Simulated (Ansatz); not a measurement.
## Relaxing Cu

The calculation used DFT PBEsol, scalar-relativistic, plane waves, PAW in Ansatz. Cutoff 420 eV, Γ-centred k mesh, Gaussian smearing, no spin polarisation in the final step.

This is the end of a relaxation of cell and atoms.

```yaml
crystal:
  lattice:
    - [2.44235, 0.00000, 0.00000]
    - [-1.22117, 2.11514, 0.00000]
    - [0.00000, 0.00000, 2.37830]
  atoms:
    - { symbol: Cu, position: [0.00000, 0.00000, 0.00000] }
```

Energies count from the standard state of Cu at the same level.

**Question.** What space group does it have?

**Answer.** P6/mmm (No. 191). Conventional cell: a = 2.442 Å, c = 2.378 Å. Cu has 8 Cu at 2.38–2.44 Å.

**Question.** How far above the standard state of Cu does it lie?

**Answer.** 0.30 eV/atom.

**Question.** Is it a metal?

**Answer.** Yes, bands cross the Fermi level on the 27×27×22 mesh.

The final run used a 27×27×22 mesh on its 1-atom cell and 0.10 eV smearing. The k mesh leaves about 4 meV/atom of noise in metals. The cell came from a trial start, so Cu may not exist in this structure.